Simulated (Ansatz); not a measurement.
How far each method lies from UCCSDT(Q) for H$_{2}$B–CH$_{2}$, quartet

Geometry: that of the H2B–CH2, doublet, kept fixed. The doublet lies 6.7 eV lower here.

```csv
atom,x (Å),y (Å),z (Å)
B,0.0000,0.0000,0.7949
C,0.0000,0.0000,-0.7284
H,0.0720,1.0312,1.3984
H,-0.0720,-1.0312,1.3984
H,-0.0818,0.9074,-1.3217
H,0.0818,-0.9074,-1.3217
```

Basis cc-pVDZ; Ansatz 0.2.0. Only valence electrons are correlated (noble-gas cores frozen), which leaves 11 electrons in 46 orbitals. Prefix R: restricted or restricted open-shell reference; prefix U: unrestricted.

Full CI isn't at hand for all of this; UCCSDT(Q) serves as the reference, and is uncertain by the last step of the cluster series or more. The frozen core follows each run's orbitals, which can shift R against U totals by a few meV.

HF rows: RHF is the determinant under the cluster runs. Coupled cluster chose its determinant by a search with trial CCSD, here up to 0.08 eV above the lowest Hartree–Fock solution of its kind, and MP2 stands on that determinant too.

The UHF ⟨S²⟩ is 3.769, the ⟨S²⟩ of the determinant under UCCSD is 3.776 and the T1 diagnostic (RCCSD) is 0.0206. The largest doubles amplitude (RCCSD) is 0.040 and the T1 diagnostic (UCCSD) is 0.0184.

```csv
level,E − E(RHF) (eV)
RMP2,-5.6291
UMP2,-5.5803
RCCSD,-6.6082
UCCSD,-6.6141
RCCSD(T),-6.7752
UCCSD(T),-6.7760
```

(1) Estimate how far UCCSDT(Q) in cc-pVDZ lies from RCCSD(T). The table doesn't fix it; the size of (T) and the diagnostics are the guide.

(1) UCCSDT(Q) in cc-pVDZ lies 3.6 kJ/mol below RCCSD(T), which is 22 % of the (T) step (-16.1 kJ/mol). The diagnostics are small and one determinant leads, so the series closes fast and only a small part of (T) is left.

The other levels:

| level | E − E(UCCSDT(Q)) (kJ/mol) | share of correlation (%) | wall time |
| --- | --- | --- | --- |
| BCCD(T) | 3.6 | 99.45 | 7 s |
| RCCSDT | 0.9 | 99.86 | – |
| UCCSDT | 0.8 | 99.88 | – |
| RCCSDT(Q) | 0.1 | 99.98 | 57 s |

The correlation energy at UCCSDT(Q), counted from RHF, is -6.812 eV. That run took 47 s on 1 thread of Intel Xeon, shared host.

Run but not shown, since their state, orbitals or frozen core can't be matched to the reference's or they repeat it: UHF, CISD.

Times hold each run's SCF and search for its determinant on a shared host, so for small cases they say little of a method's own cost; they ran on 1 thread of Intel Xeon. Some runs computed forces too.
